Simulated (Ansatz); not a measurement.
Ansatz (a first-principles code) input (PBE0/aug-cc-pVTZ):

Ansatz 0.2 input:
```yaml
crystal:
  periodic: [false, false, false]
  atoms:
    - {symbol: H, position_ang: [-0.00000000, -0.00000000, -0.37201156]}
    - {symbol: H, position_ang: [0.00000000, 0.00000000, 0.37201156]}
basis:
  gaussian:
    orbitals: aug-cc-pVTZ
hamiltonian:
  xc: {name: PBE0}
magnetization: {spin_polarized: false}
```

Output:

```
Functional definition: PBE0
integrals: 0.00 GiB planned
128 factors; their error is unknown
mean field: 0.07 GiB planned
mean field evaluation 1: about -31.6924 eV, gradient 5.9e0 eV
mean field evaluation 2: about -31.7977 eV, gradient 8.8e-1 eV
mean field evaluation 4: about -31.7964 eV, gradient 1.4e-1 eV
mean field evaluation 8: about -31.7964 eV, gradient 6.9e-6 eV
mean field -31.79643512 eV, -1.1684974381 hartree, gradient 6.9e-6 eV, S^2 0.000000; 0 other end points of the search recorded, 0 dependent functions left out
reference -31.79645237 eV, -1.1684980723 hartree; 1, 1 occupied and 45, 45 virtual orbitals, 128 factors
Total energy: -31.79645237 eV, -1.1684980723 hartree
```
